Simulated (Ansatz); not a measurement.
in.yaml

```yaml
crystal:
  periodic: [false, false, false]
  atoms:
    - {symbol: C, position_ang: [0.000000, 0.000000, 0.000000]}
    - {symbol: H, position_ang: [0.000000, 0.000000, 1.806000]}
basis:
  gaussian: {orbitals: 6-31G, point_charges: [{charge: 1.00, position_ang: [4.604, 0.900, 0.389]}]}
magnetization: {spin_polarized: false, initial_magnetization: 1}
correlation: {active_space: {ras: {orbitals: [2, 1, 7], electrons: 25, max_holes: 2, max_particles: 2}, fixed_orbitals: true}}
```

```sh
$ ansatz run in.yaml --threads 1 --pin off --events-out ev --progress --plain --max-ram 2393MiB
```

Task: One thing in this input was set wrong on purpose, beside settings that are merely unusual. What is the gravest fault, and what does the program do?

Result: Electron count of the space is wrong. How the run ends: stopped by an error.
```
159 factors; integrals over basis functions are off by at most 2.8e-4 eV
mean field evaluation 1: about -1037.8035 eV, gradient 9.5e0 eV
mean field evaluation 2: about -1037.8035 eV, gradient 9.5e0 eV
mean field evaluation 4: about -1038.4737 eV, gradient 9.4e-1 eV
mean field evaluation 8: about -1038.4792 eV, gradient 1.5e-3 eV
mean field evaluation 16: about -1038.4728 eV, gradient 1.4e-1 eV
mean field evaluation 32: about -1038.4702 eV, gradient 6.8e-1 eV
mean field -1038.47918213 eV, -38.1634060367 hartree, gradient 9.5e-7 eV, S^2 0.750000; 6 other end points of the search recorded, 0 dependent functions left out
reference -1038.47918213 eV, -38.1634060367 hartree; 4, 3 occupied and 7, 8 virtual orbitals, 159 factors
Error: 25 electrons in 10 orbitals form no window around the highest filled level of the reference
```
